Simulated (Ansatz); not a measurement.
**NOF (nitrosyl fluoride) at CCSD(T)/def2-TZVPP**

What is the energy change on altering one bond length of NOF (nitrosyl fluoride) at CCSD(T)/def2-TZVPP? 

Program for the calculation: Ansatz 0.2.0.

59 further runs of the same task are left out: 59 set aside as unsound or not needed.

**1. The system as given**

The species is NOF (3 atoms), meant as a singlet with charge 0. As SMILES, `O=NF`. Geometry: relaxed at PBE0-D4/def2-TZVP.

Bond lengths: O1–N2 1.127 Å, N2–F3 1.483 Å. Angles: O1–N2–F3 110.4°.

**2. The energy at CCSD(T)/def2-TZVPP**

job.yaml

```yaml
basis:
  gaussian:
    orbitals: def2-TZVPP
crystal:
  periodic: [false, false, false]
  atoms:
    - {symbol: O, position_ang: [0.868350, 0.242970, 0.504740]}
    - {symbol: N, position_ang: [0.148930, -0.482540, 0.029910]}
    - {symbol: F, position_ang: [-1.017290, 0.239580, -0.534650]}
correlation:
  method: ccsd_t
  frozen_orbitals: {F: 1, "N": 1, O: 1}
accuracy: high
scf:
  omitted_lower_state_checks: [cluster_reference, increment]
```

Started as:

```bash
$ ansatz run job.yaml --threads 1 --pin off --max-ram 3480MiB --events-out events.jsonl --progress --plain --runs-dir runs
```

What it wrote, shortened:

```text
Warning: RAYON_NUM_THREADS=1 ignored (pool sized by the plan → 1); use --threads N
Functional definition: HF
  name "HF"
[...]
1512 factors; integrals over basis functions are off by at most 3.4e-9 eV
[...]
mean field -6223.83306541 eV, -228.7216464882 hartree, gradient 5.2e-8 eV, S^2 0.000000; 0 other end points of the search recorded, 0 dependent functions left out
3 core orbitals not correlated: weight in the atoms' cores, before any rotation towards them, 1.000 or more for the frozen orbitals, at most 0.000 for the correlated occupied ones
reference -6223.83306541 eV, -228.7216464882 hartree; 9, 9 occupied and 81, 81 virtual orbitals, 1512 factors
second order -18.81808056 eV of doubles, -0.00000000 eV of singles
cycle   1  -17.86786018 eV  change    9.5e-1 eV  update   1.3e-1
[...]
cycle  23  -18.64108612 eV  change  -3.8e-10 eV  update   2.1e-9
perturbative correction -0.86978386 eV, -0.0319639671 hartree
Total energy: -6243.34393538 eV, -229.4386577348 hartree
Checks for a lower state left out: cluster_reference, increment
```

It took 8.4 s on 1 thread of Arm Neoverse V2, shared host; peak memory 0.5 GiB.

**3. The distorted shape at the same level**

input.yaml

```yaml
crystal:
  periodic: [false, false, false]
  atoms:
    - {symbol: O, position_ang: [1.801337, -0.334733, 0.956393]}
    - {symbol: "N", position_ang: [1.081917, -1.060243, 0.481563]}
    - {symbol: F, position_ang: [-1.017290, 0.239580, -0.534650]}
basis:
  gaussian: {orbitals: def2-TZVPP}
correlation: {method: ccsd_t, frozen_orbitals: {F: 1, "N": 1, O: 1}}
accuracy: high
scf: {omitted_lower_state_checks: [cluster_reference, increment]}
```

Started as:

```bash
$ ansatz run input.yaml --threads 1 --pin off --max-ram 3480MiB --events-out events.jsonl --progress --plain --runs-dir runs
```

What it wrote, shortened:

```text
Warning: RAYON_NUM_THREADS=1 ignored (pool sized by the plan → 1); use --threads N
[... 2 set-up lines as earlier in the session ...]
[...]
1359 factors; integrals over basis functions are off by at most 1.0e-8 eV
[...]
mean field -6220.40053226 eV, -228.5955032217 hartree, gradient 2.5e-8 eV, S^2 0.000000; 0 other end points of the search recorded, 0 dependent functions left out; unrestricted orbitals would lower it
3 core orbitals not correlated: weight in the atoms' cores, before any rotation towards them, 1.000 or more for the frozen orbitals, at most 0.000 for the correlated occupied ones
reference -6220.40053226 eV, -228.5955032217 hartree; 9, 9 occupied and 81, 81 virtual orbitals, 1359 factors
second order -19.64131371 eV of doubles, -0.00000000 eV of singles
cycle   1  -17.61096116 eV  change     2.0e0 eV  update   3.4e-1
[...]
cycle  51  -19.17756230 eV  change    1.5e-9 eV  update   1.8e-9
perturbative correction -1.74492947 eV, -0.0641249754 hartree
Total energy: -6241.32302404 eV, -229.3643906127 hartree
Checks for a lower state left out: cluster_reference, increment
```

It took 12 s on 1 thread of Arm Neoverse V2, shared host; peak memory 0.47 GiB.

**4. Outcome**

At CCSD(T)/def2-TZVPP, 3 core orbitals frozen:

| quantity | value |
| --- | --- |
| first shape: total energy | -229.43866 Eh |
| first shape: correlation energy (3 core orbitals frozen) | -717.0 mEh |
| first shape: (T) correction | -31.96 mEh |
| first shape: T1 diagnostic | 0.021 |
| distorted shape: total energy | -229.36439 Eh |
| distorted shape: correlation energy (3 core orbitals frozen) | -768.9 mEh |
| distorted shape: (T) correction | -64.12 mEh |
| distorted shape: T1 diagnostic | 0.082 |
| energy change with the N2–F3 bond stretched from 1.483 to 2.670 Å | 2.021 eV |

One bond (distorted shape) is far stretched, which a spin-restricted single reference describes badly; perturbation theory on it can break down and give far too much correlation. With the N2–F3 bond stretched from 1.483 to 2.670 Å the energy rises by 2.02 eV (47 kcal/mol). The first shape isn't relaxed at this level, so the change isn't measured from a minimum. A restricted reference can't describe the breaking bond well at this length. The T1 diagnostic (first shape) of 0.021 is above the customary mark for such species, so a single reference may not serve. The triples (first shape) make up 4.5 % of the correlation energy. The T1 diagnostic (distorted shape) of 0.082 is above the customary mark for such species, so a single reference may not serve. The restricted solution (distorted shape) is unstable to spin breaking: an unrestricted one lies lower.
